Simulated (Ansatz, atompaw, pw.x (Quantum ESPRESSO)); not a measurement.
## What a changed setting does to a pw.x run (bcc W)

Potential: PAW, atompaw 4.2.0.5, PBEsol; core [Kr] 4d10 4f14 5s2, reference 5p6 5d4 6s2 6p0; waves: 6s (bound): rc 2.50 bohr; 6s channel at -0.05 Ry: rc 2.50 bohr; 5p (bound): rc 1.55 bohr; 6p (bound, empty): rc 2.50 bohr; 5d (bound): rc 2.50 bohr; 5d channel at 0.45 Ry: rc 1.65 bohr; local part: bessel scheme, radius 2.25 bohr; core correction: smooth core density matched at 1.95 bohr; augmentation: sinc compensation charge, radius 2.25 bohr; PAW radius 2.50 bohr; waves and projectors: custom rrkj gramschmidtortho.

The reference run (k-mesh 15³, cutoffs 75/750 Ry, Fermi–Dirac 0.01 Ry, mixing_beta 0.4, conv_thr 1e-9, no spin) gives 2.37 GPa at 15.687 Å³/atom, where all-electron LAPW gives 0.22 GPa. This run, with its own iteration cap, changes smearing to fermi, a wrong or extreme entry chosen on purpose.

```
&control
  calculation='scf', prefix='x', pseudo_dir='./', outdir='./tmp', tstress=.true., disk_io='none'
/
&system
  ibrav=0, nat=1, ntyp=1, ecutwfc=75, ecutrho=750, nbnd=14,
  occupations='smearing', smearing='fermi', degauss=0.01
/
&electrons
  conv_thr=1e-09, mixing_beta=0.4, electron_maxstep=70
/
ATOMIC_SPECIES
W 1.0 W.UPF
CELL_PARAMETERS angstrom
  -1.57698163 1.57698163 1.57698163
  1.57698163 -1.57698163 1.57698163
  1.57698163 1.57698163 -1.57698163
ATOMIC_POSITIONS crystal
W 0.0000 0.0000 0.0000
K_POINTS automatic
15 15 15 0 0 0
```

```bash
pw.x < W.scf.in > W.scf.out
```

Task: How does the run end?

Result: It stops with "set_occupations: smearing fermi unknown".

```
Error in routine  set_occupations (1):
      smearing fermi unknown
```

The run took about 0.5 s on one core of a shared host (Intel(R) Xeon(R) Platinum 8375C CPU @ 2.90GHz, 128 threads, 992 GiB, load 62).
